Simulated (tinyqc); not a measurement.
Inside a calculation (part 2 of 2). Method: coupled-perturbed Hartree-Fock on RHF in the sto-6g basis, for BH3, spin multiplicity 1. Computed by tinyqc, a small Python program that keeps every step (integrals from PySCF). Command: `OMP_NUM_THREADS=1 python tinyqc.py 27516 27517 out.jsonl` (the two numbers bound the seeds that draw the settings). One thread of a shared host (Intel(R) Xeon(R) Processor @ 2.60GHz), about 0.4 s of CPU time with the checks.

Geometry (angstrom):
```
atom          x          y         z
B      0.000000   0.000000  0.014000
H      1.364000   0.000000  0.000000
H     -0.682000   1.182000  0.000000
H     -0.682000  -1.182000  0.000000
```

## Iteration 7 (converged): orbitals

converged F (hartree), order 1B 1s, 1B 2s, 1B 2px, 1B 2py, 1B 2pz, 2H 1s, 3H 1s, 4H 1s:
$$\begin{pmatrix}
-7.535409 & -2.112657 & -0.000003 & 0.000000 & -0.000240 & -0.377529 & -0.376984 & -0.376984 \\
-2.112657 & -1.001149 & -0.000132 & 0.000000 & 0.002277 & -0.456501 & -0.456152 & -0.456152 \\
-0.000003 & -0.000132 & -0.122942 & 0.000000 & 0.000003 & -0.361073 & 0.180393 & 0.180393 \\
0.000000 & 0.000000 & 0.000000 & -0.122859 & 0.000000 & 0.000000 & -0.312608 & 0.312608 \\
-0.000240 & 0.002277 & 0.000003 & 0.000000 & 0.239117 & 0.002619 & 0.002616 & 0.002616 \\
-0.377529 & -0.456501 & -0.361073 & 0.000000 & 0.002619 & -0.310549 & -0.088649 & -0.088649 \\
-0.376984 & -0.456152 & 0.180393 & -0.312608 & 0.002616 & -0.088649 & -0.310250 & -0.088483 \\
-0.376984 & -0.456152 & 0.180393 & 0.312608 & 0.002616 & -0.088649 & -0.088483 & -0.310250
\end{pmatrix}$$

X, order 1B 1s, 1B 2s, 1B 2px, 1B 2py, 1B 2pz, 2H 1s, 3H 1s, 4H 1s:
$$\begin{pmatrix}
-0.383383 & 0.001003 & 0.000000 & 0.946678 & 0.068358 & -0.000267 & 0.000000 & 0.210886 \\
1.256208 & -0.002499 & 0.000000 & -0.021211 & 0.008209 & -0.000475 & 0.000000 & 0.493350 \\
0.002621 & 1.026088 & 0.000000 & -0.000040 & 0.000001 & 0.597499 & 0.000000 & 0.000446 \\
0.000000 & 0.000000 & 1.026035 & 0.000000 & 0.000000 & 0.000000 & 0.597447 & 0.000000 \\
-0.012291 & 0.000021 & 0.000000 & -0.074651 & 0.997166 & 0.000003 & 0.000000 & -0.004751 \\
-0.609204 & -0.891376 & 0.000000 & -0.213298 & -0.015450 & 0.457668 & 0.000000 & 0.296349 \\
-0.605850 & 0.447466 & -0.772822 & -0.213523 & -0.015466 & -0.229217 & 0.396600 & 0.295801 \\
-0.605850 & 0.447466 & 0.772822 & -0.213523 & -0.015466 & -0.229217 & -0.396600 & 0.295801
\end{pmatrix}$$

Diagonalise F' = X^T F X, C = X C', fill 4 alpha and 4 beta electrons from the bottom; D = 2 C_occ C_occ^T. Each column has its largest component positive (the first on a tie).

F' = X^T F X (hartree):
$$\begin{pmatrix}
0.369513 & 0.000972 & 0.000000 & 0.949838 & 0.067574 & -0.000076 & 0.000000 & 0.265605 \\
0.000972 & 0.597376 & 0.000000 & -0.003144 & -0.000228 & 0.094924 & 0.000000 & -0.000922 \\
0.000000 & 0.000000 & 0.597279 & 0.000000 & 0.000000 & 0.000000 & 0.094890 & 0.000000 \\
0.949838 & -0.003144 & 0.000000 & -6.288965 & -0.490366 & 0.002605 & 0.000000 & -2.492291 \\
0.067574 & -0.000228 & 0.000000 & -0.490366 & 0.202265 & 0.000199 & 0.000000 & -0.190732 \\
-0.000076 & 0.094924 & 0.000000 & 0.002605 & 0.000199 & -0.409940 & 0.000000 & 0.001172 \\
0.000000 & 0.000000 & 0.094890 & 0.000000 & 0.000000 & 0.000000 & -0.409904 & 0.000000 \\
0.265605 & -0.000922 & 0.000000 & -2.492291 & -0.190732 & 0.001172 & 0.000000 & -1.687572
\end{pmatrix}$$

orbital energies (hartree): MO1 -7.537656, MO2 -0.613770, MO3 -0.418805, MO4 -0.418766, MO5 0.239070, MO6 0.507591, MO7 0.606141, MO8 0.606247

coefficients C, order 1B 1s, 1B 2s, 1B 2px, 1B 2py, 1B 2pz, 2H 1s, 3H 1s, 4H 1s:
$$\begin{pmatrix}
0.994611 & -0.214728 & 0.000110 & 0.000000 & -0.005035 & -0.238629 & 0.000000 & -0.000775 \\
0.021593 & 0.612437 & -0.000437 & 0.000000 & 0.022741 & 1.202454 & 0.000000 & 0.004197 \\
0.000003 & 0.000253 & 0.499476 & 0.000000 & -0.000004 & -0.003153 & 0.000000 & 1.077211 \\
0.000000 & 0.000000 & 0.000000 & 0.499451 & 0.000000 & 0.000000 & 1.077144 & 0.000000 \\
-0.000016 & -0.001634 & -0.000002 & 0.000000 & 0.999736 & -0.024740 & 0.000000 & -0.000075 \\
-0.003457 & 0.279471 & 0.538780 & 0.000000 & -0.009072 & -0.648472 & 0.000000 & -0.848352 \\
-0.003454 & 0.279072 & -0.269649 & 0.466743 & -0.009084 & -0.652220 & -0.732595 & 0.420801 \\
-0.003454 & 0.279072 & -0.269649 & -0.466743 & -0.009084 & -0.652220 & 0.732595 & 0.420801
\end{pmatrix}$$

D after iteration 7, order 1B 1s, 1B 2s, 1B 2px, 1B 2py, 1B 2pz, 2H 1s, 3H 1s, 4H 1s:
$$\begin{pmatrix}
2.070717 & -0.220061 & 0.000008 & 0.000000 & 0.000670 & -0.126780 & -0.126780 & -0.126780 \\
-0.220061 & 0.751092 & -0.000127 & 0.000000 & -0.002002 & 0.341696 & 0.341915 & 0.341915 \\
0.000008 & -0.000127 & 0.498952 & 0.000000 & -0.000002 & 0.538356 & -0.269225 & -0.269225 \\
0.000000 & 0.000000 & 0.000000 & 0.498903 & 0.000000 & 0.000000 & 0.466231 & -0.466231 \\
0.000670 & -0.002002 & -0.000002 & 0.000000 & 0.000005 & -0.000915 & -0.000911 & -0.000911 \\
-0.126780 & 0.341696 & 0.538356 & 0.000000 & -0.000915 & 0.736799 & -0.134554 & -0.134554 \\
-0.126780 & 0.341915 & -0.269225 & 0.466231 & -0.000911 & -0.134554 & 0.736907 & -0.134491 \\
-0.126780 & 0.341915 & -0.269225 & -0.466231 & -0.000911 & -0.134554 & -0.134491 & 0.736907
\end{pmatrix}$$

## Convergence

Stop when the energy changes by less than 1e-10 hartree and every element of the error matrix X^T (F D S - S D F) X is below 3e-06.

Course of the cycle:
```
iteration   E (hartree)     change  largest element of the error matrix
1          -26.03823025          -                             4.50e-01
2          -26.25881642  -2.21e-01                             1.04e-01
3          -26.26437200  -5.56e-03                             1.31e-02
4          -26.26471516  -3.43e-04                             3.49e-03
5          -26.26472749  -1.23e-05                             2.01e-05
6          -26.26472749  -4.54e-10                             8.06e-06
7          -26.26472749  -5.30e-11                             1.56e-06
```

PySCF RHF in the same basis = -26.26472749 hartree

Converged in 7 iterations.

## Integrals over molecular orbitals

core Hamiltonian H = T + V (hartree), order 1B 1s, 1B 2s, 1B 2px, 1B 2py, 1B 2pz, 2H 1s, 3H 1s, 4H 1s:
$$\begin{pmatrix}
-13.607931 & -3.386258 & -0.000021 & 0.000000 & 0.000457 & -0.600433 & -0.599556 & -0.599556 \\
-3.386258 & -4.518228 & -0.000160 & 0.000000 & 0.004070 & -1.555928 & -1.554471 & -1.554471 \\
-0.000021 & -0.000160 & -3.814188 & 0.000000 & 0.000002 & -1.498122 & 0.748134 & 0.748134 \\
0.000000 & 0.000000 & 0.000000 & -3.814184 & 0.000000 & 0.000000 & -1.296675 & 1.296675 \\
0.000457 & 0.004070 & 0.000002 & 0.000000 & -3.674221 & 0.016031 & 0.016012 & 0.016012 \\
-0.600433 & -1.555928 & -1.498122 & 0.000000 & 0.016031 & -2.844966 & -0.267300 & -0.267300 \\
-0.599556 & -1.554471 & 0.748134 & -1.296675 & 0.016012 & -0.267300 & -2.843991 & -0.266801 \\
-0.599556 & -1.554471 & 0.748134 & 1.296675 & 0.016012 & -0.267300 & -0.266801 & -2.843991
\end{pmatrix}$$

Given earlier and not repeated: Two-electron integrals (ij|kl) in chemists' order.

(pq|rs) = sum C_ip C_jq C_kr C_ls (ij|kl), one index at a time.

one-electron integrals over orbitals h = C^T H C (hartree):
$$\begin{pmatrix}
-13.596267 & 0.289966 & -0.000161 & 0.000000 & 0.007327 & 0.305806 & 0.000000 & 0.000974 \\
0.289966 & -3.601263 & -0.000132 & 0.000000 & -0.007814 & -0.651689 & 0.000000 & -0.002418 \\
-0.000161 & -0.000132 & -3.283792 & 0.000000 & 0.000014 & 0.002497 & 0.000000 & -0.644179 \\
0.000000 & 0.000000 & 0.000000 & -3.283432 & 0.000000 & 0.000000 & -0.644412 & 0.000000 \\
0.007327 & -0.007814 & 0.000014 & 0.000000 & -3.673950 & 0.013654 & 0.000000 & 0.000036 \\
0.305806 & -0.651689 & 0.002497 & 0.000000 & 0.013654 & -2.916706 & 0.000000 & 0.000555 \\
0.000000 & 0.000000 & 0.000000 & -0.644412 & 0.000000 & 0.000000 & -3.098823 & 0.000000 \\
0.000974 & -0.002418 & -0.644179 & 0.000000 & 0.000036 & 0.000555 & 0.000000 & -3.098787
\end{pmatrix}$$

Two-electron integrals over orbitals (pq|rs), unique and non-zero (hartree):
```
(11|11) 2.900419    (21|11) -0.248242   (21|21) 0.033930    (22|11) 0.586490
(22|21) -0.008246   (22|22) 0.424048    (31|11) 0.000129    (31|21) -0.000014
(31|22) 0.000018    (31|31) 0.006802    (32|11) -2.47e-06   (32|21) 0.000009
(32|22) 0.000151    (32|31) 0.010959    (32|32) 0.114945    (33|11) 0.508227
(33|21) -0.002890   (33|22) 0.413629    (33|31) 0.003310    (33|32) 0.064067
(33|33) 0.464766    (41|41) 0.006801    (42|41) 0.010953    (42|42) 0.114813
(43|41) -0.003323   (43|42) -0.064171   (43|43) 0.050381    (44|11) 0.508146
(44|21) -0.002893   (44|22) 0.413448    (44|31) -0.003314   (44|32) -0.064133
(44|33) 0.364319    (44|44) 0.464836    (51|11) -0.005913   (51|21) 0.000770
(51|22) -0.000381   (51|31) -5.27e-07   (51|32) -9.81e-08   (51|33) -0.000180
(51|44) -0.000179   (51|51) 0.022129    (52|11) 0.003855    (52|21) -0.000227
(52|22) 0.000021    (52|31) 4.65e-08    (52|32) -5.16e-07   (52|33) -0.000174
(52|44) -0.000174   (52|51) 0.020819    (52|52) 0.067852    (53|11) -0.000005
(53|21) 2.18e-07    (53|22) -1.76e-06   (53|31) 0.000082    (53|32) -0.000774
(53|33) -0.000763   (53|44) 0.000763    (53|51) -0.000011   (53|52) -0.000026
(53|53) 0.015514    (54|41) 0.000081    (54|42) -0.000775   (54|43) 0.000765
(54|54) 0.015510    (55|11) 0.743025    (55|21) -0.008985   (55|22) 0.451614
(55|31) 4.33e-06    (55|32) 0.000005    (55|33) 0.411213    (55|44) 0.411161
(55|51) 0.000755    (55|52) 0.004453    (55|53) -4.50e-06   (55|55) 0.587114
(61|11) -0.278980   (61|21) 0.038989    (61|22) -0.008824   (61|31) -0.000057
(61|32) -0.000051   (61|33) -0.002926   (61|44) -0.002896   (61|51) 0.000426
(61|52) -0.000664   (61|53) -5.13e-08   (61|55) -0.007966   (61|61) 0.044907
(62|11) 0.232619    (62|21) -0.009462   (62|22) 0.048918    (62|31) -0.000019
(62|32) -0.000038   (62|33) 0.021704    (62|44) 0.021593    (62|51) -0.000649
(62|52) 0.000016    (62|53) -3.64e-06   (62|55) 0.117495    (62|61) -0.010014
(62|62) 0.075615    (63|11) -0.000809   (63|21) 0.000021    (63|22) -0.000254
(63|31) 0.003505    (63|32) -0.044834   (63|33) -0.043759   (63|44) 0.043587
(63|51) 3.73e-07    (63|52) -0.000005   (63|53) 0.000885    (63|55) -0.000422
(63|61) 8.54e-07    (63|62) -0.000395   (63|63) 0.064136    (64|41) 0.003491
(64|42) -0.045094   (64|43) 0.043880    (64|54) 0.000889    (64|64) 0.064556
(65|11) -0.003259   (65|21) -0.000081   (65|22) -0.001412   (65|31) -9.13e-07
(65|32) -0.000007   (65|33) -0.000528   (65|44) -0.000520   (65|51) 0.022280
(65|52) 0.062850    (65|53) -0.000085   (65|55) -0.000274   (65|61) -0.000570
(65|62) -0.002811   (65|63) 0.000009    (65|65) 0.062486    (66|11) 0.595747
(66|21) -0.011294   (66|22) 0.416190    (66|31) -0.000067   (66|32) -0.000647
(66|33) 0.412051    (66|44) 0.412768    (66|51) -0.001281   (66|52) -0.002532
(66|53) 0.000007    (66|55) 0.438513    (66|61) -0.011916   (66|62) 0.029183
(66|63) 0.000186    (66|65) -0.003261   (66|66) 0.429509    (71|41) 0.012102
(71|42) 0.017488    (71|43) -0.004786   (71|54) 0.000152    (71|64) 0.006139
(71|71) 0.021652    (72|41) 0.007973    (72|42) 0.000162    (72|43) 0.022193
(72|54) 0.000965    (72|64) 0.047026    (72|71) 0.013447    (72|72) 0.049451
(73|41) 0.002202    (73|42) 0.046211    (73|43) -0.024140   (73|54) -0.000594
(73|64) -0.032464   (73|71) 0.003836    (73|72) -0.010941   (73|73) 0.033040
(74|11) 0.210463    (74|21) -0.004711   (74|22) 0.051888    (74|31) 0.002208
(74|32) 0.046220    (74|33) 0.052003    (74|44) 0.003826    (74|51) -0.000023
(74|52) 0.001651    (74|53) -0.000594   (74|55) 0.106671    (74|61) -0.004640
(74|62) 0.073224    (74|63) -0.032523   (74|65) -0.001086   (74|66) 0.027669
(74|74) 0.108010    (75|41) 0.000276    (75|42) 0.002123    (75|43) -0.001110
(75|54) 0.016118    (75|64) -0.000997   (75|71) 0.000468    (75|72) 0.000232
(75|73) 0.000884    (75|75) 0.020817    (76|41) 0.011824    (76|42) 0.105858
(76|43) -0.059294   (76|54) -0.001013   (76|64) -0.047650   (76|71) 0.019529
(76|72) -0.004286   (76|73) 0.048960    (76|75) 0.001853    (76|76) 0.109635
(77|11) 0.661180    (77|21) -0.008440   (77|22) 0.438324    (77|31) 0.000396
(77|32) -0.030313   (77|33) 0.395366    (77|44) 0.463688    (77|51) -0.000168
(77|52) 0.000858    (77|53) 0.000662    (77|55) 0.466442    (77|61) -0.008306
(77|62) 0.053979    (77|63) 0.036945    (77|65) -0.000636   (77|66) 0.440746
(77|74) 0.048938    (77|77) 0.506538    (81|11) -0.000911   (81|21) 0.000135
(81|22) -0.000006   (81|31) 0.012103    (81|32) 0.017493    (81|33) 0.004751
(81|44) -0.004782   (81|51) 1.47e-06    (81|52) -1.99e-06   (81|53) 0.000152
(81|55) -0.000025   (81|61) 0.000082    (81|62) -0.000073   (81|63) 0.006164
(81|65) -3.21e-06   (81|66) -0.000159   (81|74) 0.003827    (81|77) 0.001254
(81|81) 0.021652    (82|11) 0.000855    (82|21) -0.000029   (82|22) 0.000184
(82|31) 0.007969    (82|32) 0.000079    (82|33) -0.022140   (82|44) 0.022310
(82|51) -1.99e-06   (82|52) 1.61e-06    (82|53) 0.000965    (82|55) 0.000425
(82|61) -0.000076   (82|62) 0.000142    (82|63) 0.046990    (82|65) -0.000009
(82|66) 0.000137    (82|74) -0.010684   (82|77) 0.028152    (82|81) 0.013440
(82|82) 0.049471    (83|11) 0.210426    (83|21) -0.004714   (83|22) 0.051752
(83|31) -0.002200   (83|32) -0.046397   (83|33) 0.003734    (83|44) 0.052137
(83|51) -0.000023   (83|52) 0.001651    (83|53) 0.000593    (83|55) 0.106638
(83|61) -0.004616   (83|62) 0.073184    (83|63) 0.032122    (83|65) -0.001079
(83|66) 0.028263    (83|74) 0.044274    (83|77) 0.071052    (83|81) -0.003850
(83|82) 0.011334    (83|83) 0.108200    (84|41) 0.002219    (84|42) 0.046078
(84|43) -0.023996   (84|54) -0.000590   (84|64) -0.032243   (84|71) 0.003865
(84|72) -0.010766   (84|73) 0.030522    (84|75) 0.000882    (84|76) 0.048815
(84|84) 0.032826    (85|11) -0.000008   (85|21) -1.36e-07   (85|22) -1.49e-06
(85|31) 0.000276    (85|32) 0.002123    (85|33) 0.001105    (85|44) -0.001110
(85|51) 0.000073    (85|52) 0.000213    (85|53) 0.016117    (85|55) 7.61e-07
(85|61) -3.31e-06   (85|62) -0.000009   (85|63) -0.000990   (85|65) 0.000137
(85|66) -0.000022   (85|74) 0.000881    (85|77) -0.000488   (85|81) 0.000468
(85|82) 0.000232    (85|83) -0.000890   (85|85) 0.020815    (86|11) -0.000136
(86|21) -4.50e-06   (86|22) 0.000077    (86|31) 0.011827    (86|32) 0.105720
(86|33) 0.058873    (86|44) -0.059040   (86|51) -3.56e-06   (86|52) -0.000010
(86|53) -0.001007   (86|55) -0.000053   (86|61) -0.000074   (86|62) -0.000085
(86|63) -0.047091   (86|65) -0.000015   (86|66) -0.000697   (86|74) 0.048787
(86|77) -0.030794   (86|81) 0.019535    (86|82) -0.004169   (86|83) -0.049138
(86|85) 0.001849    (86|86) 0.109230    (87|41) 0.000430    (87|42) -0.029963
(87|43) 0.034027    (87|54) 0.000661    (87|64) 0.037101    (87|71) 0.001342
(87|72) 0.027924    (87|73) -0.010879   (87|75) -0.000481   (87|76) -0.030594
(87|84) -0.010748   (87|87) 0.034010    (88|11) 0.661191    (88|21) -0.008441
(88|22) 0.438399    (88|31) -0.000313   (88|32) 0.031020    (88|33) 0.464076
(88|44) 0.394926    (88|51) -0.000168   (88|52) 0.000858    (88|53) -0.000671
(88|55) 0.466455    (88|61) -0.008299   (88|62) 0.054121    (88|63) -0.037717
(88|65) -0.000640   (88|66) 0.440356    (88|74) 0.071294    (88|77) 0.437942
(88|81) -0.001183   (88|82) -0.027786   (88|83) 0.048499    (88|85) 0.000497
(88|86) 0.031341    (88|88) 0.506955
```

## Response to a field: uncoupled start

dipole integrals <a|y|i> (bohr), order a5, a6, a7, a8:
$$\begin{pmatrix}
0.000000 & 0.000000 & 0.000000 & -0.011348 \\
0.000000 & 0.000000 & 0.000000 & -0.856935 \\
0.104941 & -0.243236 & 0.753037 & 0.000000 \\
0.000000 & 0.000000 & 0.000000 & 0.750219
\end{pmatrix}$$

Field along y; U_ai = -mu_ai / (e_a - e_i), alpha = -4 sum U_ai mu_ai.

uncoupled U, order a5, a6, a7, a8:
$$\begin{pmatrix}
0.000000 & 0.000000 & 0.000000 & 0.017250 \\
0.000000 & 0.000000 & 0.000000 & 0.925059 \\
-0.012886 & 0.199388 & -0.734708 & 0.000000 \\
0.000000 & 0.000000 & 0.000000 & -0.731912
\end{pmatrix}$$

uncoupled polarisability = 7.780472 bohr^3

## Coupled step 1

U_ai = -(mu_ai + sum_bj [4 (ai|bj) - (ab|ij) - (aj|bi)] U_bj) / (e_a - e_i); alpha = -4 sum U_ai mu_ai.

U after step 1, order a5, a6, a7, a8:
$$\begin{pmatrix}
0.000000 & 0.000000 & 0.000000 & 0.020826 \\
0.000000 & 0.000000 & 0.000000 & 1.082144 \\
-0.014988 & 0.237495 & -0.880827 & 0.000000 \\
0.000000 & 0.000000 & 0.000000 & -0.877571
\end{pmatrix}$$

polarisability = 9.234275 bohr^3

## Coupled step 2

As before.

U after step 2, order a5, a6, a7, a8:
$$\begin{pmatrix}
0.000000 & 0.000000 & 0.000000 & 0.021747 \\
0.000000 & 0.000000 & 0.000000 & 1.107027 \\
-0.015306 & 0.244887 & -0.910889 & 0.000000 \\
0.000000 & 0.000000 & 0.000000 & -0.907565
\end{pmatrix}$$

polarisability = 9.507495 bohr^3

## Coupled polarisability

Repeat until U stops changing; compare with -d2E/dF2.

Course of the coupled iterations:
```
step  alpha (bohr^3)
0           7.780472
1           9.234275
2           9.507495
3           9.559305
4           9.569265
5           9.571220
6           9.571614
7           9.571697
8           9.571715
9           9.571720
10          9.571721
11          9.571721
12          9.571721
13          9.571721
14          9.571721
15          9.571721
16          9.571721
17          9.571721
18          9.571721
19          9.571721
20          9.571721
21          9.571721
```

coupled polarisability = 9.571721 bohr^3

finite-field check, fields of +/-0.001 au = 9.571722 bohr^3
